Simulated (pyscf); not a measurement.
PySCF, gas phase, ωB97X-D3(BJ)/def2-SVP geometries.

Task: `[CH3][In]([CH3])[Cl]` → `[CH3][Cl]` + `[CH3][In]` [singlet]
Surface: singlet. Broken: C–In, Cl–In. Formed: C–Cl. Give ΔE‡ and ΔE from ωB97M-D3(BJ)/def2-TZVP, relative to the reactant's lowest minimum found.

Result: ΔE‡ = 83.6 kcal/mol, ΔE = +42.1 kcal/mol. Zero-point energy shifts the barrier by -1.0 kcal/mol. It is a 1,1-elimination, with an imaginary mode of 543i cm⁻¹. On the product side the descent ends in a complex (not fully relaxed), 6.4 kcal/mol under the separated species and 45.3 kcal/mol under the saddle at ωB97X-D3(BJ)/def2-TZVP. At ωB97X-D3(BJ)/def2-TZVP the barrier from the zero used here is 88.5 kcal/mol. The same reactants have a lower exit, to CH₃• + [H₃C–In–Cl]• (no saddle counted: cutting one bond costs +65.4 kcal/mol at ωB97M-D3(BJ)/def2-TZVP, against +83.6 kcal/mol here). This is the saddle that the search found; another between the same sides may lie lower. One closed-shell reference is unstable to symmetry breaking; treat the single-reference values with care. Elements past Kr carry the def2 core potentials, without spin-orbit coupling.
